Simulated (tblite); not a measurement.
All values are computed: GFN2-xTB (tblite) harmonic vibrations without scaling, gas phase. This tight-binding method is rough: wavenumbers can miss measured ones by several per cent, in bad cases by 10 to 20. Modes of hydrogen on silicon can be 10 to 20 % off. One conformer each. Thermal functions are those of the rigid rotor and harmonic oscillator, without mixing of conformers.

Task: Order these by their zero-point energy, highest first (kcal/mol).
A. `Clc1ccc2[n-]nnc2c1`
B. `N[Si](NC)([N-][SiH3])N`
C. `C#Cc1ccc(OC)c(c1)C`
D. `CC1=CCCP1N(C)C`
E. `F[SiH2]O[C@@H]([SiH3])CCF`
F. `c1ccc2ccccc2c1`

Result: D (122.6), C (103.4), F (89.6), B (83.2), E (76.8), A (50.6).

```json
{"SMILES": "CC1=CCCP1N(C)C", "atoms": "23", "mass (u)": "143.09", "symmetry number": "1", "modes under 300 cm⁻¹": "9", "ZPE (kcal/mol)": "122.6", "S translation (cal/(mol K))": "38.8", "S rotation": "28.2", "S vibration": "23.8", "S": "90.8", "Cp": "32.4"}
{"SMILES": "C#Cc1ccc(OC)c(C)c1", "atoms": "21", "mass (u)": "146.07", "symmetry number": "1", "modes under 300 cm⁻¹": "8", "ZPE (kcal/mol)": "103.4", "S translation (cal/(mol K))": "38.9", "S rotation": "29.0", "S vibration": "19.8", "S": "87.7", "Cp": "32.1"}
{"SMILES": "c1ccc2ccccc2c1", "atoms": "18", "mass (u)": "128.06", "symmetry number": "4", "modes under 300 cm⁻¹": "2", "ZPE (kcal/mol)": "89.6", "S translation (cal/(mol K))": "38.5", "S rotation": "25.0", "S vibration": "6.8", "S": "70.3", "Cp": "20.8"}
{"SMILES": "CN[Si](N)(N)[N-][SiH3]", "atoms": "18", "mass (u)": "135.05", "symmetry number": "1", "modes under 300 cm⁻¹": "12", "ZPE (kcal/mol)": "83.2", "S translation (cal/(mol K))": "38.7", "S rotation": "27.9", "S vibration": "28.5", "S": "95.1", "Cp": "34.2"}
{"SMILES": "FCC[C@H]([SiH3])O[SiH2]F", "atoms": "18", "mass (u)": "156.02", "symmetry number": "1", "modes under 300 cm⁻¹": "10", "ZPE (kcal/mol)": "76.8", "S translation (cal/(mol K))": "39.1", "S rotation": "29.0", "S vibration": "26.6", "S": "94.7", "Cp": "32.6"}
{"SMILES": "Clc1ccc2[n-]nnc2c1", "atoms": "13", "mass (u)": "152.00", "symmetry number": "1", "modes under 300 cm⁻¹": "3", "ZPE (kcal/mol)": "50.6", "S translation (cal/(mol K))": "39.0", "S rotation": "28.5", "S vibration": "8.0", "S": "75.5", "Cp": "21.0"}
```

Entropies and Cp are for 200 K and 1 bar.
